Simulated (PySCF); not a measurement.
**Choosing a basis for TDDFT**

Compound: C₅H₇F.
Geometry (PBE0-D3(BJ)/def2-SVP, Å), atoms numbered from 1 in this order:
```
atom  x, y, z in Å
C1     2.691    0.536    0.260
C2     1.330    0.041    0.153
C3     0.196   -0.377    0.065
C4    -1.180   -0.866   -0.030
C5    -2.184    0.250   -0.239
F6    -1.293   -1.766   -1.074
H7     2.708    1.632    0.372
H8     3.208    0.099    1.128
H9     3.271    0.282   -0.641
H10   -1.422   -1.420    0.895
H11   -1.950    0.799   -1.162
H12   -3.196   -0.172   -0.321
H13   -2.159    0.954    0.605
```

TDDFT with PBE0 (PySCF), vertical singlets, core orbitals frozen in the response, spherical d and f functions. Isolated species at its PBE0-D3(BJ)/def2-SVP geometry, gas phase.

```tsv
basis	functions	diffuse	S1 (eV)	S2 (eV)	S3 (eV)	S4 (eV)	S5 (eV)	LUMO (eV)	α (au)
6-31G*	98	no	6.22	6.76	6.98	8.97	9.08	1.13	51.6
def2-SVP	119	no	6.22	6.74	6.97	8.28	8.54	0.87	53.3
6-31+G*	122	yes	6.10	6.59	6.77	6.84	7.07	0.36	58.5
def2-SVPD	179	yes	6.11	6.63	6.89	7.00	7.27	0.50	63.0
aug-cc-pVDZ	201	yes	6.06	6.33	6.53	6.61	6.82	-0.13	64.4
def2-TZVP	228	no	6.11	6.63	6.88	7.51	7.78	0.66	60.7
def2-TZVPD	288	yes	6.07	6.52	6.65	6.76	6.95	0.20	64.4
```

Task: How much do these states and the polarisability depend on the basis?

Result: States are compared by their number. Against the largest diffuse basis here (def2-TZVPD, itself not a converged limit), sets without diffuse functions differ by up to 0.15 eV in S1 and 2.13 eV in S5; the smaller diffuse sets differ by up to 0.05 and 0.33 eV. State by state, the largest deviation of a set without diffuse functions is S1 0.15, S2 0.24, S3 0.33, S4 2.21, S5 2.13 eV. The same number needn't mean the same state in each row. Against def2-TZVPD the polarisability deviates by -20% in 6-31G*, -17% in def2-SVP, -9% in 6-31+G*, -2% in def2-SVPD, 0% in aug-cc-pVDZ, -6% in def2-TZVP. A single + in a Pople set puts diffuse functions on heavy atoms only.
